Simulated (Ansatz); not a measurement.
# Ta5W3: can entropy hold this alloy together?

Level of theory: DFT PBE, scalar-relativistic, plane waves, PAW in Ansatz 0.2.0.

Plane waves to 420 eV, a k mesh through Γ of 5×5×5 on the computed 16-atom cell and Gaussian smearing (0.10 eV); no spin polarisation.

Cells of 16 atoms on a bcc lattice, 10 Ta, 6 W, each occupation relaxed without symmetry on a coarser mesh and computed once more. α is the first-shell Warren–Cowley parameter of unlike pairs (negative: unlike neighbours in excess, 0: random). ΔH counts from the elements in their standard crystals.

```json
{"cell": "1", "α": "0.00", "ΔH (meV/atom)": "-57", "V (Å³/atom)": "17.37", "rms shift from sites (Å)": "0.04"}
{"cell": "2", "α": "-0.60", "ΔH (meV/atom)": "-68", "V (Å³/atom)": "17.38", "rms shift from sites (Å)": "0.02"}
{"cell": "3", "α": "0.00", "ΔH (meV/atom)": "-52", "V (Å³/atom)": "17.37", "rms shift from sites (Å)": "0.03"}
```

Problem. Weigh the mixing energy against the ideal entropy.

Solution. Ideal mixing gives S = −k_B Σ x ln x = 0.662 k_B per atom (5.5 J/(mol K)), worth 57 meV/atom at 1000 K. The cell nearest to random, 1, has ΔH = -57 meV/atom. It is already below the pure elements, so the rivals are ordered compounds, not the elements: strong attraction usually means ordering on cooling. ΔH includes the cost of putting the elements on this lattice where they prefer another, and what the coarser relaxation leaves, which can only raise it; vibrational entropy is left out.

Problem. Does the alloy prefer like or unlike neighbours?

Solution. Across α from -0.60 to 0.00 the energy spans 16 meV/atom, a slope of 22 meV/atom per unit of α. Lower α is lower in energy: unlike neighbours are favoured, a tendency to order, which fits the negative ΔH. With 3 cells this is a hint: farther shells and local relaxation also differ between them.

The final mesh leaves forces up to 0.07 eV/Å and stresses up to 0.9 GPa.

Spin–orbit coupling is left out, which can shift energies with elements as heavy as these.

Cost: 6 runs of about 23 core-minutes in all (earlier runs that led there not counted), on Intel Xeon Platinum 8259CL (Skylake/Cascade Lake) (shared hosts).